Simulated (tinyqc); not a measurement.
RHF in the sto-6g basis, for BH3, spin multiplicity 1, step by step (part 1 of 2). Computed by tinyqc, a small Python program that keeps every step (integrals from PySCF). Settings: charge = 0, multiplicity = 1, basis = sto-6g, energy threshold = 1e-08, iteration cap = 73, orthogonalisation = symmetric, start = core, DIIS depth = 0, method = RHF. Command: `OMP_NUM_THREADS=1 python tinyqc.py 23568 23569 out.jsonl` (the two numbers bound the seeds that draw the settings). One thread of a shared host (Intel(R) Xeon(R) Processor @ 2.60GHz), about 0.1 s of CPU time with the checks. Later iterations appear only in the table of the cycle.

## One-electron integrals

Geometry (angstrom):

| atom | x | y | z |
|---|---|---|---|
| B | 0.000000 | 0.000000 | 0.005000 |
| H | 1.113000 | 0.000000 | 0.000000 |
| H | -0.556000 | 0.964000 | 0.000000 |
| H | -0.556000 | -0.964000 | 0.000000 |

Basis sto-6g: exponents (1/bohr^2) and contraction coefficients of normalised primitives:

| element | l (shell) | exponent | coefficient |
|---|---|---|---|
| B | s (1) | 506.011147 | 0.009164 |
| B | s (1) | 92.776814 | 0.049362 |
| B | s (1) | 25.955658 | 0.168538 |
| B | s (1) | 8.916445 | 0.370563 |
| B | s (1) | 3.462507 | 0.416492 |
| B | s (1) | 1.426054 | 0.130334 |
| B | s (2) | 23.194575 | -0.013253 |
| B | s (2) | 4.590810 | -0.046992 |
| B | s (2) | 1.426819 | -0.033785 |
| B | s (2) | 0.548948 | 0.250242 |
| B | s (2) | 0.238410 | 0.595117 |
| B | s (2) | 0.109280 | 0.240706 |
| B | p (3) | 23.194575 | 0.003760 |
| B | p (3) | 4.590810 | 0.037679 |
| B | p (3) | 1.426819 | 0.173897 |
| B | p (3) | 0.548948 | 0.418036 |
| B | p (3) | 0.238410 | 0.425859 |
| B | p (3) | 0.109280 | 0.101708 |
| H | s (1) | 35.523221 | 0.009164 |
| H | s (1) | 6.513144 | 0.049361 |
| H | s (1) | 1.822143 | 0.168538 |
| H | s (1) | 0.625955 | 0.370563 |
| H | s (1) | 0.243077 | 0.416492 |
| H | s (1) | 0.100112 | 0.130334 |

Overlap, kinetic and nuclear-attraction integrals over the contracted functions; the nuclear repulsion is the sum of Za Zb / Rab.

nuclear repulsion = 7.95592363 hartree

overlap S, lower triangle:
```
           1B 1s     1B 2s     1B 2px     1B 2py     1B 2pz     2H 1s     3H 1s     4H 1s
1B 1s   1.000000
1B 2s   0.264891  1.000000
1B 2px  0.000000  0.000000   1.000000
1B 2py  0.000000  0.000000   0.000000   1.000000
1B 2pz  0.000000  0.000000   0.000000   0.000000   1.000000
2H 1s   0.082099  0.516529   0.512702   0.000000  -0.002303  1.000000
3H 1s   0.082127  0.516609  -0.256178   0.444165  -0.002304  0.134583  1.000000
4H 1s   0.082127  0.516609  -0.256178  -0.444165  -0.002304  0.134583  0.134455  1.000000
```

kinetic energy T (hartree), lower triangle:
```
            1B 1s     1B 2s     1B 2px     1B 2py     1B 2pz      2H 1s      3H 1s     4H 1s
1B 1s   10.947243
1B 2s   -0.333880  0.374498
1B 2px   0.000000  0.000000   1.125026
1B 2py   0.000000  0.000000   0.000000   1.125026
1B 2pz   0.000000  0.000000   0.000000   0.000000   1.125026
2H 1s   -0.008704  0.108887   0.269245   0.000000  -0.001210   0.768522
3H 1s   -0.008698  0.108930  -0.134559   0.233300  -0.001210  -0.010781   0.768522
4H 1s   -0.008698  0.108930  -0.134559  -0.233300  -0.001210  -0.010781  -0.010790  0.768522
```

nuclear attraction V (hartree), lower triangle:
```
             1B 1s      1B 2s     1B 2px     1B 2py     1B 2pz      2H 1s      3H 1s      4H 1s
1B 1s   -24.818190
1B 2s    -3.122036  -5.108751
1B 2px   -0.000011  -0.000105  -5.175990
1B 2py    0.000000   0.000000   0.000000  -5.176224
1B 2pz    0.000301   0.002375   0.000000   0.000000  -4.973590
2H 1s    -1.070692  -2.370575  -2.232174   0.000000   0.010576  -4.118989
3H 1s    -1.071061  -2.371007   1.115323  -1.933854   0.010578  -0.601119  -4.119192
4H 1s    -1.071061  -2.371007   1.115323   1.933854   0.010578  -0.601119  -0.600640  -4.119192
```

core Hamiltonian H = T + V (hartree), lower triangle:
```
             1B 1s      1B 2s     1B 2px     1B 2py     1B 2pz      2H 1s      3H 1s      4H 1s
1B 1s   -13.870946
1B 2s    -3.455916  -4.734253
1B 2px   -0.000011  -0.000105  -4.050964
1B 2py    0.000000   0.000000   0.000000  -4.051198
1B 2pz    0.000301   0.002375   0.000000   0.000000  -3.848563
2H 1s    -1.079396  -2.261688  -1.962930   0.000000   0.009366  -3.350467
3H 1s    -1.079760  -2.262078   0.980764  -1.700554   0.009368  -0.611900  -3.350670
4H 1s    -1.079760  -2.262078   0.980764   1.700554   0.009368  -0.611900  -0.611429  -3.350670
```

## Two-electron integrals

Functions are numbered as in S; the eight-fold symmetry (ij|kl) = (ji|kl) = (kl|ij) leaves the list below.

Two-electron integrals (ij|kl) in chemists' order, unique and non-zero (hartree):
```
(11|11) 2.924993    (21|11) 0.480756    (21|21) 0.099484    (22|11) 0.743449
(22|21) 0.188967    (22|22) 0.544922    (31|31) 0.021096    (32|31) 0.030854
(32|32) 0.120443    (33|11) 0.743450    (33|21) 0.188967    (33|22) 0.544922
(33|33) 0.587109    (41|41) 0.021096    (42|41) 0.030854    (42|42) 0.120443
(43|43) 0.031641    (44|11) 0.743450    (44|21) 0.188967    (44|22) 0.544922
(44|33) 0.523827    (44|44) 0.587109    (51|51) 0.021096    (52|51) 0.030854
(52|52) 0.120443    (53|53) 0.031641    (54|54) 0.031641    (55|11) 0.743450
(55|21) 0.188967    (55|22) 0.544922    (55|33) 0.523827    (55|44) 0.523827
(55|55) 0.587109    (61|11) 0.155617    (61|21) 0.031123    (61|22) 0.058385
(61|31) 0.002433    (61|32) 0.004571    (61|33) 0.059021    (61|44) 0.058067
(61|51) -0.000011   (61|52) -0.000021   (61|53) -4.29e-06   (61|55) 0.058067
(61|61) 0.010102    (62|11) 0.319391    (62|21) 0.082232    (62|22) 0.254874
(62|31) 0.009576    (62|32) 0.052829    (62|33) 0.268210    (62|44) 0.248205
(62|51) -0.000043   (62|52) -0.000237   (62|53) -0.000090   (62|55) 0.248206
(62|61) 0.027125    (62|62) 0.155284    (63|11) 0.281449    (63|21) 0.073599
(63|22) 0.240441    (63|31) 0.016807    (63|32) 0.086497    (63|33) 0.265929
(63|44) 0.227697    (63|51) -0.000034   (63|52) -0.000206   (63|53) -0.000125
(63|55) 0.227697    (63|61) 0.025727    (63|62) 0.172217    (63|63) 0.205778
(64|41) 0.009339    (64|42) 0.040564    (64|43) 0.010311    (64|54) -0.000046
(64|64) 0.018787    (65|11) -0.001264   (65|21) -0.000331   (65|22) -0.001080
(65|31) -0.000034   (65|32) -0.000206   (65|33) -0.001102   (65|44) -0.001023
(65|51) 0.009339    (65|52) 0.040565    (65|53) 0.010311    (65|55) -0.001116
(65|61) -0.000116   (65|62) -0.000774   (65|63) -0.000840   (65|65) 0.018791
(66|11) 0.465127    (66|21) 0.122318    (66|22) 0.422988    (66|31) 0.019016
(66|32) 0.132461    (66|33) 0.473340    (66|44) 0.397811    (66|51) -0.000085
(66|52) -0.000595   (66|53) -0.000339   (66|55) 0.397813    (66|61) 0.041600
(66|62) 0.315699    (66|63) 0.383141    (66|65) -0.001721   (66|66) 0.774999
(71|11) 0.155671    (71|21) 0.031134    (71|22) 0.058405    (71|31) -0.001216
(71|32) -0.002284   (71|33) 0.058325    (71|41) 0.002108    (71|42) 0.003961
(71|43) -0.000413   (71|44) 0.058803    (71|51) -0.000011   (71|52) -0.000021
(71|53) 2.14e-06    (71|54) -3.72e-06   (71|55) 0.058087    (71|61) 0.009639
(71|62) 0.024664    (71|63) 0.021438    (71|64) 0.001118    (71|65) -0.000105
(71|66) 0.036276    (71|71) 0.010109    (72|11) 0.319460    (72|21) 0.082249
(72|22) 0.254923    (72|31) -0.004785   (72|32) -0.026398   (72|33) 0.253248
(72|41) 0.008297    (72|42) 0.045770    (72|43) -0.008659   (72|44) 0.263267
(72|51) -0.000043   (72|52) -0.000237   (72|53) 0.000045    (72|54) -0.000078
(72|55) 0.248254    (72|61) 0.024661    (72|62) 0.108437    (72|63) 0.094788
(72|64) 0.013045    (72|65) -0.000527   (72|66) 0.172579    (72|71) 0.027140
(72|72) 0.155336    (73|11) -0.140638   (73|21) -0.036777   (73|22) -0.120145
(73|31) 0.011206    (73|32) 0.052041    (73|33) -0.126278   (73|41) -0.003233
(73|42) -0.019881   (73|43) 0.012742    (73|44) -0.120379   (73|51) 0.000017
(73|52) 0.000103    (73|53) -0.000066   (73|54) 0.000034    (73|55) -0.113777
(73|61) -0.009740   (73|62) -0.036053   (73|63) -0.020804   (73|64) -0.003102
(73|65) 0.000172    (73|66) -0.046799   (73|71) -0.012860   (73|72) -0.086067
(73|73) 0.065482    (74|11) 0.243841    (74|21) 0.063764    (74|22) 0.208308
(74|31) -0.003233   (74|32) -0.019881   (74|33) 0.201075    (74|41) 0.014946
(74|42) 0.075044    (74|43) -0.011755   (74|44) 0.226582    (74|51) -0.000029
(74|52) -0.000179   (74|53) 0.000034    (74|54) -0.000106   (74|55) 0.197267
(74|61) 0.019126    (74|62) 0.088622    (74|63) 0.076999    (74|64) 0.021816
(74|65) -0.000421   (74|66) 0.140764    (74|71) 0.022297    (74|72) 0.149224
(74|73) -0.080946   (74|74) 0.159140    (75|11) -0.001265   (75|21) -0.000331
(75|22) -0.001080   (75|31) 0.000017    (75|32) 0.000103    (75|33) -0.001043
(75|41) -0.000029   (75|42) -0.000179   (75|43) 0.000034    (75|44) -0.001083
(75|51) 0.009342    (75|52) 0.040575    (75|53) -0.005153   (75|54) 0.008934
(75|55) -0.001116   (75|61) -0.000105   (75|62) -0.000527   (75|63) -0.000451
(75|64) -0.000061   (75|65) 0.012126    (75|66) -0.000885   (75|71) -0.000116
(75|72) -0.000774   (75|73) 0.000420    (75|74) -0.000728   (75|75) 0.018799
(76|11) 0.081165    (76|21) 0.020841    (76|22) 0.064999    (76|31) 0.001029
(76|32) 0.005660    (76|33) 0.065638    (76|41) 0.001782    (76|42) 0.009796
(76|43) 0.000430    (76|44) 0.066133    (76|51) -0.000018   (76|52) -0.000102
(76|53) -0.000014   (76|54) -0.000025   (76|55) 0.063226    (76|61) 0.006622
(76|62) 0.034436    (76|63) 0.035218    (76|64) 0.003694    (76|65) -0.000187
(76|66) 0.063830    (76|71) 0.006624    (76|72) 0.034441    (76|73) -0.014396
(76|74) 0.032356    (76|75) -0.000187   (76|76) 0.009342    (77|11) 0.465184
(77|21) 0.122333    (77|22) 0.423024    (77|31) -0.009502   (77|32) -0.066186
(77|33) 0.416700    (77|41) 0.016475    (77|42) 0.114754    (77|43) -0.032690
(77|44) 0.454525    (77|51) -0.000085   (77|52) -0.000595   (77|53) 0.000170
(77|54) -0.000294   (77|55) 0.397847    (77|61) 0.036268    (77|62) 0.172559
(77|63) 0.145312    (77|64) 0.029784    (77|65) -0.000884   (77|66) 0.273314
(77|71) 0.041619    (77|72) 0.315758    (77|73) -0.191451   (77|74) 0.331940
(77|75) -0.001722   (77|76) 0.063830    (77|77) 0.774999    (81|11) 0.155671
(81|21) 0.031134    (81|22) 0.058405    (81|31) -0.001216   (81|32) -0.002284
(81|33) 0.058325    (81|41) -0.002108   (81|42) -0.003961   (81|43) 0.000413
(81|44) 0.058803    (81|51) -0.000011   (81|52) -0.000021   (81|53) 2.14e-06
(81|54) 3.72e-06    (81|55) 0.058087    (81|61) 0.009639    (81|62) 0.024664
(81|63) 0.021438    (81|64) -0.001118   (81|65) -0.000105   (81|66) 0.036276
(81|71) 0.009642    (81|72) 0.024668    (81|73) -0.011679   (81|74) 0.018012
(81|75) -0.000105   (81|76) 0.006137    (81|77) 0.036278    (81|81) 0.010109
(82|11) 0.319460    (82|21) 0.082249    (82|22) 0.254923    (82|31) -0.004785
(82|32) -0.026398   (82|33) 0.253248    (82|41) -0.008297   (82|42) -0.045770
(82|43) 0.008659    (82|44) 0.263267    (82|51) -0.000043   (82|52) -0.000237
(82|53) 0.000045    (82|54) 0.000078    (82|55) 0.248254    (82|61) 0.024661
(82|62) 0.108437    (82|63) 0.094788    (82|64) -0.013045   (82|65) -0.000527
(82|66) 0.172579    (82|71) 0.024668    (82|72) 0.108436    (82|73) -0.058637
(82|74) 0.075580    (82|75) -0.000527   (82|76) 0.026086    (82|77) 0.172544
(82|81) 0.027140    (82|82) 0.155336    (83|11) -0.140638   (83|21) -0.036777
(83|22) -0.120145   (83|31) 0.011206    (83|32) 0.052041    (83|33) -0.126278
(83|41) 0.003233    (83|42) 0.019881    (83|43) -0.012742   (83|44) -0.120379
(83|51) 0.000017    (83|52) 0.000103    (83|53) -0.000066   (83|54) -0.000034
(83|55) -0.113777   (83|61) -0.009740   (83|62) -0.036053   (83|63) -0.020804
(83|64) 0.003102    (83|65) 0.000172    (83|66) -0.046799   (83|71) -0.011679
(83|72) -0.058637   (83|73) 0.043085    (83|74) -0.040019   (83|75) 0.000278
(83|76) -0.010881   (83|77) -0.098346   (83|81) -0.012860   (83|82) -0.086067
(83|83) 0.065482    (84|11) -0.243841   (84|21) -0.063764   (84|22) -0.208308
(84|31) 0.003233    (84|32) 0.019881    (84|33) -0.201075   (84|41) 0.014946
(84|42) 0.075044    (84|43) -0.011755   (84|44) -0.226582   (84|51) 0.000029
(84|52) 0.000179    (84|53) -0.000034   (84|54) -0.000106   (84|55) -0.197267
(84|61) -0.019126   (84|62) -0.088622   (84|63) -0.076999   (84|64) 0.021816
(84|65) 0.000421    (84|66) -0.140764   (84|71) -0.018012   (84|72) -0.075580
(84|73) 0.040019    (84|74) -0.042190   (84|75) 0.000360    (84|76) -0.018870
(84|77) -0.110966   (84|81) -0.022297   (84|82) -0.149224   (84|83) 0.080946
(84|84) 0.159140    (85|11) -0.001265   (85|21) -0.000331   (85|22) -0.001080
(85|31) 0.000017    (85|32) 0.000103    (85|33) -0.001043   (85|41) 0.000029
(85|42) 0.000179    (85|43) -0.000034   (85|44) -0.001083   (85|51) 0.009342
(85|52) 0.040575    (85|53) -0.005153   (85|54) -0.008934   (85|55) -0.001116
(85|61) -0.000105   (85|62) -0.000527   (85|63) -0.000451   (85|64) 0.000061
(85|65) 0.012126    (85|66) -0.000885   (85|71) -0.000105   (85|72) -0.000527
(85|73) 0.000278    (85|74) -0.000360   (85|75) 0.012126    (85|76) -0.000138
(85|77) -0.000884   (85|81) -0.000116   (85|82) -0.000774   (85|83) 0.000420
(85|84) 0.000728    (85|85) 0.018799    (86|11) 0.081165    (86|21) 0.020841
(86|22) 0.064999    (86|31) 0.001029    (86|32) 0.005660    (86|33) 0.065638
(86|41) -0.001782   (86|42) -0.009796   (86|43) -0.000430   (86|44) 0.066133
(86|51) -0.000018   (86|52) -0.000102   (86|53) -0.000014   (86|54) 0.000025
(86|55) 0.063226    (86|61) 0.006622    (86|62) 0.034436    (86|63) 0.035218
(86|64) -0.003694   (86|65) -0.000187   (86|66) 0.063830    (86|71) 0.006137
(86|72) 0.026086    (86|73) -0.010881   (86|74) 0.018870    (86|75) -0.000138
(86|76) 0.007470    (86|77) 0.040587    (86|81) 0.006624    (86|82) 0.034441
(86|83) -0.014396   (86|84) -0.032356   (86|85) -0.000187   (86|86) 0.009342
(87|11) 0.081109    (87|21) 0.020826    (87|22) 0.064946    (87|31) -0.002054
(87|32) -0.011293   (87|33) 0.066323    (87|44) 0.065339    (87|51) -0.000018
(87|52) -0.000102   (87|53) 0.000028    (87|55) 0.063176    (87|61) 0.006131
(87|62) 0.026064    (87|63) 0.021768    (87|65) -0.000138   (87|66) 0.040558
(87|71) 0.006619    (87|72) 0.034407    (87|73) -0.020772   (87|74) 0.028633
(87|75) -0.000187   (87|76) 0.007464    (87|77) 0.063759    (87|81) 0.006619
(87|82) 0.034407    (87|83) -0.020772   (87|84) -0.028633   (87|85) -0.000187
(87|86) 0.007464    (87|87) 0.009323    (88|11) 0.465184    (88|21) 0.122333
(88|22) 0.423024    (88|31) -0.009502   (88|32) -0.066186   (88|33) 0.416700
(88|41) -0.016475   (88|42) -0.114754   (88|43) 0.032690    (88|44) 0.454525
(88|51) -0.000085   (88|52) -0.000595   (88|53) 0.000170    (88|54) 0.000294
(88|55) 0.397847    (88|61) 0.036268    (88|62) 0.172559    (88|63) 0.145312
(88|64) -0.029784   (88|65) -0.000884   (88|66) 0.273314    (88|71) 0.036278
(88|72) 0.172544    (88|73) -0.098346   (88|74) 0.110966    (88|75) -0.000884
(88|76) 0.040587    (88|77) 0.273231    (88|81) 0.041619    (88|82) 0.315758
(88|83) -0.191451   (88|84) -0.331940   (88|85) -0.001722   (88|86) 0.063830
(88|87) 0.063759    (88|88) 0.774999
```

## Orthogonalisation

S = U s U^T; symmetric (Loewdin) form X = U s^(-1/2) U^T, so that X^T S X = 1.

eigenvalues of S: 0.214037  0.301041  0.301300  0.944370  1.000023  1.564074  1.564504  2.110651

X, lower triangle:
```
            1B 1s      1B 2s     1B 2px     1B 2py    1B 2pz      2H 1s      3H 1s     4H 1s
1B 1s    1.031777
1B 2s   -0.178376   1.549558
1B 2px  -0.000012   0.000089   1.256209
1B 2py   0.000000   0.000000   0.000000   1.256597
1B 2pz   0.000173  -0.002281   0.000000   0.000000  1.000010
2H 1s    0.023988  -0.405836  -0.415022   0.000000  0.001780   1.342620
3H 1s    0.023979  -0.405900   0.207378  -0.359665  0.001781  -0.022564   1.342769
4H 1s    0.023979  -0.405900   0.207378   0.359665  0.001781  -0.022564  -0.022704  1.342769
```

## Starting guess

The start is the orbitals of the core Hamiltonian; D = 2 C_occ C_occ^T.

D at the start, lower triangle:
```
            1B 1s      1B 2s     1B 2px     1B 2py    1B 2pz      2H 1s      3H 1s     4H 1s
1B 1s    2.174016
1B 2s   -0.721475   2.859302
1B 2px  -0.000070   0.000378   2.555689
1B 2py   0.000000   0.000000   0.000000   2.556801
1B 2pz   0.004596  -0.020141   0.000004   0.000000  0.000142
2H 1s    0.078350  -0.249590  -0.419663   0.000000  0.001753   0.090806
3H 1s    0.078301  -0.249340   0.209561  -0.363847  0.001753  -0.012530   0.090828
4H 1s    0.078301  -0.249340   0.209561   0.363847  0.001753  -0.012530  -0.012726  0.090828
```

## Iteration 1: building the Fock matrix

J_ij = sum D_kl (ij|kl), K_ij = sum D_kl (ik|jl); F = H + J - 0.5 K; E = tr D H + tr D J / 2 - 0.25 tr D K + E_nn.

Coulomb J (hartree), lower triangle:
```
            1B 1s      1B 2s     1B 2px     1B 2py     1B 2pz     2H 1s     3H 1s     4H 1s
1B 1s   10.598692
1B 2s    2.145947   4.838292
1B 2px   0.000006   0.000012   4.874608
1B 2py   0.000000   0.000000   0.000000   4.874597
1B 2pz  -0.000829  -0.003430   0.000000   0.000000   4.765659
2H 1s    0.678412   2.204805   2.041965   0.000000  -0.010170  3.509427
3H 1s    0.678643   2.205239  -1.020335   1.769076  -0.010173  0.561989  3.509755
4H 1s    0.678643   2.205239  -1.020335  -1.769076  -0.010173  0.561989  0.561550  3.509755
```

exchange K (hartree), lower triangle:
```
            1B 1s      1B 2s     1B 2px     1B 2py     1B 2pz     2H 1s     3H 1s     4H 1s
1B 1s    6.080037
1B 2s    1.099913   1.675697
1B 2px   0.000003   0.000013   1.521088
1B 2py   0.000000   0.000000   0.000000   1.521086
1B 2pz  -0.000572  -0.009772   0.000003   0.000000   0.429461
2H 1s    0.371136   0.734581   0.561997   0.000000  -0.004784  0.588820
3H 1s    0.371259   0.734757  -0.280830   0.486894  -0.004787  0.215815  0.589047
4H 1s    0.371259   0.734757  -0.280830  -0.486894  -0.004787  0.215815  0.215671  0.589047
```

Fock matrix F (hartree), lower triangle:
```
            1B 1s      1B 2s     1B 2px     1B 2py    1B 2pz      2H 1s      3H 1s      4H 1s
1B 1s   -6.312273
1B 2s   -1.859925  -0.733810
1B 2px  -0.000006  -0.000099   0.063101
1B 2py   0.000000   0.000000   0.000000   0.062857
1B 2pz  -0.000242   0.003830  -0.000001   0.000000  0.702365
2H 1s   -0.586552  -0.424173  -0.201964   0.000000  0.001588  -0.135450
3H 1s   -0.586746  -0.424217   0.100844  -0.174924  0.001589  -0.157818  -0.135439
4H 1s   -0.586746  -0.424217   0.100844   0.174924  0.001589  -0.157818  -0.157714  -0.135439
```

total energy of this density = -24.26117085 hartree
